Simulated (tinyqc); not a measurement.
Inside a calculation. Method: CCSD on RHF in the sto-3g basis, for H2F+, spin multiplicity 1. Computed by tinyqc, a small Python program that keeps every step (integrals from PySCF). Settings: charge = 1, multiplicity = 1, basis = sto-3g, method = RHF, energy threshold = 1e-10, iteration cap = 69, orthogonalisation = canonical, start = Wolfsberg-Helmholz matrix, DIIS depth = 6, amplitude equations = CCSD, DIIS depth for amplitudes = 6, cap on updates = 65. Command: `OMP_NUM_THREADS=1 python tinyqc.py 29824 29825 out.jsonl` (the two numbers bound the seeds that draw the settings). One thread of a shared host (Intel(R) Xeon(R) Processor @ 2.60GHz), about 0.2 s of CPU time with the checks. The early iterations of the SCF are left out here.

## One-electron integrals

Geometry (angstrom):
```
atom         x          y         z
F     0.000000   0.000000  0.000000
H     0.000000   0.735000  0.606000
H     0.000000  -0.735000  0.606000
```

Basis sto-3g: exponents (1/bohr^2) and contraction coefficients of normalised primitives:
```
element  l (shell)    exponent  coefficient
F            s (1)  166.679130     0.154329
F            s (1)   30.360812     0.535328
F            s (1)    8.216821     0.444635
F            s (2)    6.464803    -0.099967
F            s (2)    1.502281     0.399513
F            s (2)    0.488588     0.700115
F            p (3)    6.464803     0.155916
F            p (3)    1.502281     0.607684
F            p (3)    0.488588     0.391957
H            s (1)    3.425251     0.154329
H            s (1)    0.623914     0.535328
H            s (1)    0.168855     0.444635
```

Overlap, kinetic and nuclear-attraction integrals over the contracted functions; the nuclear repulsion is the sum of Za Zb / Rab.

nuclear repulsion = 10.35905553 hartree

overlap S, lower triangle:
```
           1F 1s     1F 2s    1F 2px     1F 2py    1F 2pz     2H 1s     3H 1s
1F 1s   1.000000
1F 2s   0.237990  1.000000
1F 2px  0.000000  0.000000  1.000000
1F 2py  0.000000  0.000000  0.000000   1.000000
1F 2pz  0.000000  0.000000  0.000000   0.000000  1.000000
2H 1s   0.045454  0.425331  0.000000   0.259842  0.214237  1.000000
3H 1s   0.045454  0.425331  0.000000  -0.259842  0.214237  0.268006  1.000000
```

kinetic energy T (hartree), lower triangle:
```
            1F 1s     1F 2s    1F 2px     1F 2py    1F 2pz     2H 1s     3H 1s
1F 1s   36.984577
1F 2s   -0.212858  1.037995
1F 2px   0.000000  0.000000  3.248015
1F 2py   0.000000  0.000000  0.000000   3.248015
1F 2pz   0.000000  0.000000  0.000000   0.000000  3.248015
2H 1s   -0.002214  0.110333  0.000000   0.190658  0.157196  0.760032
3H 1s   -0.002214  0.110333  0.000000  -0.190658  0.157196  0.012326  0.760032
```

nuclear attraction V (hartree), lower triangle:
```
             1F 1s       1F 2s      1F 2px      1F 2py      1F 2pz      2H 1s      3H 1s
1F 1s   -78.120588
1F 2s    -9.441217  -12.645587
1F 2px    0.000000    0.000000  -12.481109
1F 2py    0.000000    0.000000    0.000000  -12.608207
1F 2pz   -0.017752   -0.214191    0.000000    0.000000  -12.567509
2H 1s    -1.855835   -4.157786    0.000000   -2.208631   -1.892341  -6.399403
3H 1s    -1.855835   -4.157786    0.000000    2.208631   -1.892341  -1.888892  -6.399403
```

core Hamiltonian H = T + V (hartree), lower triangle:
```
             1F 1s       1F 2s     1F 2px     1F 2py     1F 2pz      2H 1s      3H 1s
1F 1s   -41.136011
1F 2s    -9.654075  -11.607591
1F 2px    0.000000    0.000000  -9.233095
1F 2py    0.000000    0.000000   0.000000  -9.360193
1F 2pz   -0.017752   -0.214191   0.000000   0.000000  -9.319494
2H 1s    -1.858049   -4.047454   0.000000  -2.017973  -1.735145  -5.639371
3H 1s    -1.858049   -4.047454   0.000000   2.017973  -1.735145  -1.876566  -5.639371
```

## Two-electron integrals

Functions are numbered as in S; the eight-fold symmetry (ij|kl) = (ji|kl) = (kl|ij) leaves the list below.

Two-electron integrals (ij|kl) in chemists' order, unique and non-zero (hartree):
```
(11|11) 5.403501    (21|11) 0.841920    (21|21) 0.156299    (22|11) 1.268028
(22|21) 0.292344    (22|22) 0.926167    (31|31) 0.027998    (32|31) 0.043169
(32|32) 0.204588    (33|11) 1.264502    (33|21) 0.292403    (33|22) 0.925959
(33|33) 0.997514    (41|41) 0.027998    (42|41) 0.043169    (42|42) 0.204588
(43|43) 0.053770    (44|11) 1.264502    (44|21) 0.292403    (44|22) 0.925959
(44|33) 0.889973    (44|44) 0.997514    (51|51) 0.027998    (52|51) 0.043169
(52|52) 0.204588    (53|53) 0.053770    (54|54) 0.053770    (55|11) 1.264502
(55|21) 0.292403    (55|22) 0.925959    (55|33) 0.889973    (55|44) 0.889973
(55|55) 0.997514    (61|11) 0.163399    (61|21) 0.030063    (61|22) 0.055824
(61|33) 0.055740    (61|41) 0.000950    (61|42) 0.001774    (61|44) 0.055894
(61|51) 0.000783    (61|52) 0.001463    (61|54) 0.000127    (61|55) 0.055845
(61|61) 0.005842    (62|11) 0.397105    (62|21) 0.092711    (62|22) 0.325771
(62|33) 0.321122    (62|41) 0.004855    (62|42) 0.037260    (62|44) 0.329238
(62|51) 0.004003    (62|52) 0.030720    (62|54) 0.006692    (62|55) 0.326639
(62|61) 0.018070    (62|62) 0.138816    (63|31) 0.009905    (63|32) 0.057933
(63|43) 0.007921    (63|53) 0.006531    (63|63) 0.021001    (64|11) 0.202875
(64|21) 0.047991    (64|22) 0.180574    (64|33) 0.172750    (64|41) 0.012112
(64|42) 0.077643    (64|44) 0.193014    (64|51) 0.001819    (64|52) 0.016251
(64|54) 0.010176    (64|55) 0.175755    (64|61) 0.009764    (64|62) 0.094302
(64|64) 0.084596    (65|11) 0.167269    (65|21) 0.039568    (65|22) 0.148882
(65|33) 0.142431    (65|41) 0.001819    (65|42) 0.016251    (65|44) 0.146076
(65|51) 0.011405    (65|52) 0.071331    (65|54) 0.010927    (65|55) 0.157971
(65|61) 0.008050    (65|62) 0.077751    (65|64) 0.052433    (65|65) 0.064231
(66|11) 0.534341    (66|21) 0.126805    (66|22) 0.512561    (66|33) 0.494637
(66|41) 0.008709    (66|42) 0.092961    (66|44) 0.526289    (66|51) 0.007181
(66|52) 0.076645    (66|54) 0.026097    (66|55) 0.516154    (66|61) 0.024897
(66|62) 0.274285    (66|64) 0.216418    (66|65) 0.178435    (66|66) 0.774606
(71|11) 0.163399    (71|21) 0.030063    (71|22) 0.055824    (71|33) 0.055740
(71|41) -0.000950   (71|42) -0.001774   (71|44) 0.055894    (71|51) 0.000783
(71|52) 0.001463    (71|54) -0.000127   (71|55) 0.055845    (71|61) 0.005774
(71|62) 0.017633    (71|64) 0.008713    (71|65) 0.007860    (71|66) 0.024083
(71|71) 0.005842    (72|11) 0.397105    (72|21) 0.092711    (72|22) 0.325771
(72|33) 0.321122    (72|41) -0.004855   (72|42) -0.037260   (72|44) 0.329238
(72|51) 0.004003    (72|52) 0.030720    (72|54) -0.006692   (72|55) 0.326639
(72|61) 0.017633    (72|62) 0.117061    (72|64) 0.054106    (72|65) 0.063820
(72|66) 0.193836    (72|71) 0.018070    (72|72) 0.138816    (73|31) 0.009905
(73|32) 0.057933    (73|43) -0.007921   (73|53) 0.006531    (73|63) 0.017261
(73|73) 0.021001    (74|11) -0.202875   (74|21) -0.047991   (74|22) -0.180574
(74|33) -0.172750   (74|41) 0.012112    (74|42) 0.077643    (74|44) -0.193014
(74|51) -0.001819   (74|52) -0.016251   (74|54) 0.010176    (74|55) -0.175755
(74|61) -0.008713   (74|62) -0.054106   (74|64) -0.008003   (74|65) -0.028824
(74|66) -0.078355   (74|71) -0.009764   (74|72) -0.094302   (74|74) 0.084596
(75|11) 0.167269    (75|21) 0.039568    (75|22) 0.148882    (75|33) 0.142431
(75|41) -0.001819   (75|42) -0.016251   (75|44) 0.146076    (75|51) 0.011405
(75|52) 0.071331    (75|54) -0.010927   (75|55) 0.157971    (75|61) 0.007860
(75|62) 0.063820    (75|64) 0.028824    (75|65) 0.051633    (75|66) 0.117567
(75|71) 0.008050    (75|72) 0.077751    (75|74) -0.052433   (75|75) 0.064231
(76|11) 0.170233    (76|21) 0.040174    (76|22) 0.155172    (76|33) 0.151954
(76|44) 0.154461    (76|51) 0.002695    (76|52) 0.025394    (76|55) 0.158934
(76|61) 0.007772    (76|62) 0.067635    (76|64) 0.039774    (76|65) 0.043197
(76|66) 0.144939    (76|71) 0.007772    (76|72) 0.067635    (76|74) -0.039774
(76|75) 0.043197    (76|76) 0.041042    (77|11) 0.534341    (77|21) 0.126805
(77|22) 0.512561    (77|33) 0.494637    (77|41) -0.008709   (77|42) -0.092961
(77|44) 0.526289    (77|51) 0.007181    (77|52) 0.076645    (77|54) -0.026097
(77|55) 0.516154    (77|61) 0.024083    (77|62) 0.193836    (77|64) 0.078355
(77|65) 0.117567    (77|66) 0.352111    (77|71) 0.024897    (77|72) 0.274285
(77|74) -0.216418   (77|75) 0.178435    (77|76) 0.144939    (77|77) 0.774606
```

## Orthogonalisation

S = U s U^T; canonical form X = U s^(-1/2), so that X^T S X = 1. Each column of U has its largest component positive (the first on a tie).

eigenvalues of S: 0.418886  0.474854  0.891771  1.000000  1.095971  1.257140  1.861377

X:
```
                1          2          3         4          5          6         7
1F 1s   -0.345868   0.000000   0.731574  0.000000  -0.623705   0.000000  0.157668
1F 2s    1.092696   0.000000  -0.267512  0.000000  -0.305022   0.000000  0.423645
1F 2px   0.000000   0.000000   0.000000  1.000000   0.000000   0.000000  0.000000
1F 2py   0.000000  -0.831998   0.000000  0.000000   0.000000   0.730744  0.000000
1F 2pz   0.479039   0.000000   0.675549  0.000000   0.625412   0.000000  0.191446
2H 1s   -0.649690   0.840741  -0.170637  0.000000   0.140082   0.361572  0.384871
3H 1s   -0.649690  -0.840741  -0.170637  0.000000   0.140082  -0.361572  0.384871
```

## Iteration 7 (converged): orbitals

converged F (hartree), lower triangle:
```
             1F 1s      1F 2s     1F 2px     1F 2py     1F 2pz      2H 1s      3H 1s
1F 1s   -26.652058
1F 2s    -6.796288  -3.677030
1F 2px    0.000000   0.000000  -1.071006
1F 2py    0.000000   0.000000   0.000000  -1.029588
1F 2pz   -0.026121  -0.149850   0.000000   0.000000  -1.058264
2H 1s    -1.317656  -1.325130   0.000000  -0.528160  -0.501039  -0.946281
3H 1s    -1.317656  -1.325130   0.000000   0.528160  -0.501039  -0.517734  -0.946281
```

Diagonalise F' = X^T F X, C = X C', fill 5 alpha and 5 beta electrons from the bottom; D = 2 C_occ C_occ^T. Each column has its largest component positive (the first on a tie).

F' = X^T F X (hartree), lower triangle:
```
           1         2           3          4           5          6          7
1  -0.866207
2   0.000000  0.159246
3   2.647601  0.000000  -11.760064
4   0.000000  0.000000    0.000000  -1.071006
5  -2.257771  0.000000   11.344396   0.000000  -13.178330
6   0.000000  0.034222    0.000000   0.000000    0.000000  -1.220033
7   0.324802  0.000000   -4.897864   0.000000    5.363874   0.000000  -4.060527
```

orbital energies (hartree): MO1 -26.661815, MO2 -2.105028, MO3 -1.220882, MO4 -1.121729, MO5 -1.071006, MO6 0.023444, MO7 0.160094

coefficients C:
```
              MO1        MO2        MO3        MO4       MO5        MO6        MO7
1F 1s    0.994631  -0.247643   0.000000   0.077397  0.000000   0.109930   0.000000
1F 2s    0.023449   0.931406   0.000000  -0.388056  0.000000  -0.720699   0.000000
1F 2px   0.000000   0.000000   0.000000   0.000000  1.000000   0.000000   0.000000
1F 2py   0.000000   0.000000   0.751144   0.000000  0.000000   0.000000  -0.813628
1F 2pz   0.002979   0.135449   0.000000   0.852394  0.000000  -0.607210   0.000000
2H 1s   -0.004488   0.086694   0.340620   0.211384  0.000000   0.752824   0.849445
3H 1s   -0.004488   0.086694  -0.340620   0.211384  0.000000   0.752824  -0.849445
```

D after iteration 7, lower triangle:
```
            1F 1s      1F 2s    1F 2px     1F 2py    1F 2pz      2H 1s     3H 1s
1F 1s    2.113217
1F 2s   -0.474735   2.037307
1F 2px   0.000000   0.000000  2.000000
1F 2py   0.000000   0.000000  0.000000   1.128434
1F 2pz   0.070785  -0.409098  0.000000   0.000000  1.489863
2H 1s   -0.019146  -0.002773  0.000000   0.511710  0.383824   0.336483
3H 1s   -0.019146  -0.002773  0.000000  -0.511710  0.383824  -0.127606  0.336483
```

## Convergence

Stop when the energy changes by less than 1e-10 hartree and every element of the error matrix X^T (F D S - S D F) X is below 3e-06.

Course of the cycle:
```
iteration   E (hartree)     change  largest element of the error matrix
1          -98.58199905          -                             9.10e-01
2          -98.84094158  -2.59e-01                             1.52e-01
3          -98.85852773  -1.76e-02                             2.34e-02
4          -98.85902327  -4.96e-04                             3.79e-03
5          -98.85904781  -2.45e-05                             1.40e-03
6          -98.85905115  -3.34e-06                             4.37e-06
7          -98.85905115  -2.73e-11                             5.43e-08
```

PySCF RHF in the same basis = -98.85905115 hartree

Converged in 7 iterations.

## Integrals over molecular orbitals

(pq|rs) = sum C_ip C_jq C_kr C_ls (ij|kl), one index at a time.

one-electron integrals over orbitals h = C^T H C (hartree), lower triangle:
```
            1          2          3          4          5          6          7
1  -41.117740
2    0.683787  -9.705020
3    0.000000   0.000000  -8.219550
4   -0.204040   0.345831   0.000000  -8.762241
5    0.000000   0.000000   0.000000   0.000000  -9.233095
6   -0.291350   1.440607   0.000000   1.379519   0.000000  -5.795357
7    0.000000   0.000000   2.086404   0.000000   0.000000   0.000000  -6.047771
```

Two-electron integrals over orbitals (pq|rs), unique and non-zero (hartree):
```
(11|11) 5.361733    (21|11) -0.498376   (21|21) 0.073861    (22|11) 1.198189
(22|21) -0.018059   (22|22) 0.863507    (31|31) 0.017800    (32|31) 0.026342
(32|32) 0.161310    (33|11) 1.005280    (33|21) -0.008058   (33|22) 0.770746
(33|33) 0.754356    (41|11) 0.154890    (41|21) -0.019168   (41|22) 0.016962
(41|33) 0.005783    (41|41) 0.029214    (42|11) -0.099075   (42|21) 0.009466
(42|22) 0.012608    (42|33) -0.006698   (42|41) 0.027794    (42|42) 0.153172
(43|31) -0.004921   (43|32) 0.001872    (43|43) 0.049789    (44|11) 1.154871
(44|21) -0.015218   (44|22) 0.805374    (44|33) 0.721785    (44|41) -0.011953
(44|42) -0.095805   (44|44) 0.896243    (51|51) 0.029624    (52|51) 0.038782
(52|52) 0.179015    (53|53) 0.039313    (54|51) -0.011333   (54|52) -0.040262
(54|54) 0.057217    (55|11) 1.264005    (55|21) -0.013941   (55|22) 0.877614
(55|33) 0.758451    (55|41) 0.004413    (55|42) -0.054322   (55|44) 0.834802
(55|55) 0.997514    (61|11) 0.222296    (61|21) -0.035317   (61|22) 0.002387
(61|33) 0.002179    (61|41) -0.004146   (61|42) -0.020362   (61|44) 0.015765
(61|55) 0.006033    (61|61) 0.024217    (62|11) -0.307603   (62|21) 0.007155
(62|22) -0.155616   (62|33) -0.100011   (62|41) -0.018816   (62|42) -0.038275
(62|44) -0.102092   (62|55) -0.158122   (62|61) 0.005682    (62|62) 0.085619
(63|31) -0.004789   (63|32) 0.019328    (63|43) 0.015189    (63|63) 0.059340
(64|11) -0.267043   (64|21) 0.003341    (64|22) -0.134679   (64|33) -0.085676
(64|41) -0.004416   (64|42) 0.019578    (64|44) -0.149477   (64|55) -0.144052
(64|61) 0.000338    (64|62) 0.061417    (64|64) 0.075153    (65|51) -0.014277
(65|52) -0.054254   (65|54) -0.005627   (65|65) 0.028567    (66|11) 0.741579
(66|21) -0.005682   (66|22) 0.604118    (66|33) 0.573806    (66|41) 0.017936
(66|42) 0.070966    (66|44) 0.554302    (66|55) 0.572045    (66|61) -0.006164
(66|62) -0.066756   (66|64) -0.032542   (66|66) 0.562822    (71|31) -0.017257
(71|32) -0.024281   (71|43) 0.004903    (71|63) 0.004266    (71|71) 0.016755
(72|31) -0.016801   (72|32) -0.057269   (72|43) 0.028620    (72|63) 0.029856
(72|71) 0.015631    (72|72) 0.053477    (73|11) -0.415347   (73|21) 0.008692
(73|22) -0.188977   (73|33) -0.159215   (73|41) 0.001515    (73|42) 0.066249
(73|44) -0.192886   (73|55) -0.220908   (73|61) -0.006096   (73|62) 0.072543
(73|64) 0.085348    (73|66) -0.022389   (73|73) 0.158629    (74|31) 0.008995
(74|32) 0.064111    (74|43) -0.009544   (74|63) 0.038867    (74|71) -0.008659
(74|72) -0.010507   (74|74) 0.053865    (75|53) -0.024980   (75|75) 0.019093
(76|31) 0.010020    (76|32) 0.094229    (76|43) 0.043725    (76|63) 0.070082
(76|71) -0.009478   (76|72) 0.012413    (76|74) 0.062078    (76|76) 0.148730
(77|11) 0.801414    (77|21) -0.007448   (77|22) 0.623460    (77|33) 0.626383
(77|41) 0.004067    (77|42) 0.013385    (77|44) 0.597474    (77|55) 0.606112
(77|61) 0.002295    (77|62) -0.048467   (77|64) -0.027812   (77|66) 0.554039
(77|73) -0.060524   (77|77) 0.591328
```

## CCSD: starting amplitudes

t_ij^ab = <ij||ab> / (e_i + e_j - e_a - e_b), whose energy is MP2.

Starting amplitudes (spin orbitals 1a, 1b, ...; amplitudes related by a flip of all spins are not repeated; the 24 largest):
```
from      to          t
3a 3b  7a 7b  -0.057434
3a 4b  6b 7a   0.033786
4a 4b  6a 6b  -0.032813
3a 3b  6a 6b  -0.023844
4a 4b  7a 7b  -0.021011
2a 3b  6a 7b  -0.020671
2a 2b  6a 6b  -0.020113
2a 4b  6a 6b  -0.018761
3a 4a  6a 7a   0.018400
3a 4b  6a 7b  -0.015386
5a 5b  6a 6b  -0.013051
2a 3a  6a 7a  -0.012164
2a 2b  7a 7b  -0.011804
2a 3b  6b 7a   0.008507
5a 5b  7a 7b  -0.007754
2a 4b  7a 7b   0.002962
1a 2b  7a 7b  -0.000537
1a 1b  6a 6b  -0.000454
1a 3a  6a 7a   0.000369
1a 1b  7a 7b  -0.000312
1a 4b  7a 7b   0.000308
1a 3b  6a 7b   0.000217
1a 2b  6a 6b  -0.000197
1a 3b  6b 7a   0.000152
```

correlation energy = -0.03263569 hartree

## CCSD: amplitude update 1

t_i^a D_i^a and t_ij^ab D_ij^ab are set to the remaining terms of the spin-orbital equations, evaluated with the old amplitudes; for the doubles these are <ij||ab> + 1/2 <ab||ef> t_ij^ef + 1/2 <mn||ij> t_mn^ab + P(ij)P(ab) <mb||ej> t_im^ae + terms in t^2 + terms with t1, D the orbital-energy denominators.

Amplitudes after update 1 (spin orbitals 1a, 1b, ...; amplitudes related by a flip of all spins are not repeated; the 24 largest):
```
from      to          t
3a 3b  7a 7b  -0.070677
3a 4b  6b 7a   0.041180
4a 4b  6a 6b  -0.038677
3a 3b  6a 6b  -0.030372
2a 3b  6a 7b  -0.025166
4a 4b  7a 7b  -0.024929
2a 4b  6a 6b  -0.024577
3a 4b  6a 7b  -0.021860
2a 2b  6a 6b  -0.021636
3a 4a  6a 7a   0.019320
5a 5b  6a 6b  -0.014162
2a 3b  6b 7a   0.012772
2a 3a  6a 7a  -0.012394
2a 2b  7a 7b  -0.011693
4a        6a   0.010897
3a        7a   0.009638
5a 5b  7a 7b  -0.007046
2a        6a   0.002704
2a 4b  7a 7b   0.001694
1a 2b  7a 7b  -0.000480
1a 1b  6a 6b  -0.000383
1a 3a  6a 7a   0.000357
1a 4b  7a 7b   0.000265
1a 1b  7a 7b  -0.000253
```

correlation energy = -0.03931570 hartree

## CCSD: convergence

E_corr = 1/4 sum <ij||ab> t_ij^ab + 1/2 sum <ij||ab> t_i^a t_j^b; stop when the norm of the change is below 1e-8.

Course of the amplitude iterations:
```
update  correlation energy (hartree)  norm of the change
0                        -0.03263569                   -
1                        -0.03931570            5.38e-02
2                        -0.04147291            1.99e-02
3                        -0.04270316            7.95e-03
4                        -0.04269573            8.81e-04
5                        -0.04269746            1.48e-04
6                        -0.04269773            1.20e-05
7                        -0.04269769            3.26e-06
8                        -0.04269770            7.38e-07
9                        -0.04269770            1.04e-07
10                       -0.04269770            1.91e-08
11                       -0.04269770            3.29e-09
```

Converged amplitudes (spin orbitals 1a, 1b, ...; amplitudes related by a flip of all spins are not repeated; the 24 largest):
```
from      to          t
3a 3b  7a 7b  -0.077468
3a 4b  6b 7a   0.045480
4a 4b  6a 6b  -0.044031
3a 3b  6a 6b  -0.033780
4a 4b  7a 7b  -0.027673
3a 4b  6a 7b  -0.027434
2a 4b  6a 6b  -0.027423
2a 3b  6a 7b  -0.026331
2a 2b  6a 6b  -0.022377
4a        6a   0.019683
3a 4a  6a 7a   0.018045
2a 3b  6b 7a   0.015200
5a 5b  6a 6b  -0.014545
3a        7a   0.013647
2a 2b  7a 7b  -0.011453
2a 3a  6a 7a  -0.011131
5a 5b  7a 7b  -0.006422
2a        6a   0.003301
2a 4b  7a 7b   0.001001
1a 2b  7a 7b  -0.000476
1a 1b  6a 6b  -0.000386
1a 3a  6a 7a   0.000352
1a 4b  7a 7b   0.000263
1a 1b  7a 7b  -0.000255
```

CCSD total energy = -98.90174885 hartree

T1 diagnostic, norm of the one-spin t1 over sqrt(correlated electrons) = 0.007646

Converged in 11 updates, with DIIS from the third.
